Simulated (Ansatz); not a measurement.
hcp against bcc along the alkaline-earth metals

Level of theory: Ansatz, DFT, r2SCAN, plane waves (500 eV) with PAW, scalar-relativistic. The PAW files were generated under PBE, with cores re-solved for the functional.

Each structure is relaxed within its symmetry, in the lowest magnetic state of the tried starts. Differences under about 8 meV lie within the error of the k-point mesh.

```tsv
element	E(hcp) − E(bcc) (meV/atom)	V(hcp) (Å³/atom)	V(bcc) (Å³/atom)	state of hcp	state of bcc
Be	-101	7.91	7.83	spin not included	spin not included
Mg	-24	22.57	22.50	spin not included	spin not included
Ca	-7	43.44	43.24	spin not included	spin not included
Sr	-6	57.21	56.32	spin not included	spin not included
Ba	32	66.35	65.30	spin not included	spin not included
```
